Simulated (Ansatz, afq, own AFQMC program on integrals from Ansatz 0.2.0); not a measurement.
SiC, triplet: AFQMC among the cluster methods

```xyz
2

Si    0.0000    0.0000    0.0000
C     0.0000    0.0000    3.1140
```

Basis 6-31G. Noble-gas cores (and the filled d shells of Ga–Kr and In–Xe) are frozen. Integrals, coupled cluster, full CI and functionals: Ansatz 0.2.0; the random walks run on the same integrals in our own AFQMC program. The CISD trial takes its coefficients from CCSD amplitudes. Released means that phaseless walkers are propagated on without the constraint, phases kept. Uncertainties: one standard error, sampling alone.

Determinant: ROHF, the one that the program's search chose, which needn't be the lowest solution. The geometry is a point of a scan.

Full CI is exact in this basis; its frozen core comes from its own orbitals, which moves totals by up to a few meV.

Cautions: a spin-contaminated unrestricted determinant lies lower (UHF 1.69 eV lower, ⟨S²⟩ 3.00); the search met a lower determinant of the same kind, perhaps of another symmetry (621 meV lower); strong correlation (T1 0.044, weight of the determinant 0.70, largest double 0.40); the CCSD(T) amplitudes may be one of several solutions (largest double 0.40); the CCSDT(Q) amplitudes may be one of several solutions (largest double 0.42); the CCSDTQ amplitudes may be one of several solutions (largest double 0.64); the released energies are still falling, so no released level is given (meV from the phaseless value at times in 1/Eh: -19 ± 7 at 0.24, -21 ± 5 at 0.51, -33 ± 4 at 0.99, -53 ± 5 at 1.62, -64 ± 6 at 2.40); CCSDTQ on the UHF determinant differs (123 meV lower), perhaps since the unrestricted series falls towards higher spin; full CI with its own frozen core; a state of higher spin lies lower (by 113 meV).

The T1 diagnostic is 0.0439 and the weight of the determinant in the CISD state is 0.701. The size of the correlated space is 8 electrons in 16 orbitals.

Reference: full CI, correlation energy -4.014 eV. CCSDTQ lies 18.6 meV above full CI, in part by the other frozen core, which shifts every row alike, so rows that close can't be ranked against it. The cautions show a poor starting determinant, so the rows tell how each method copes with it here, and full CI is the sure value.

```csv
level,E − E(reference) (meV),share of correlation (%)
HF,4014.0,0.00
MP2,1644.5,59.03
CCSD,298.3,92.57
CCSD(T),126.8,96.84
CCSDT,74.5,98.14
CCSDT(Q),36.7,99.09
CCSDTQ,18.6,99.54
ph-AFQMC/CISD,180.2 ± 6.3,95.51
```

CCSDT and higher add their correlation energy to the determinant of the CCSD(T) run, since their own runs factorise the integrals more tightly (a shift of under 2 meV). A walk keeps the symmetry of its determinant, which the program's search chose and which needn't be the lowest solution, so a lower state of the same spin and another symmetry isn't excluded.
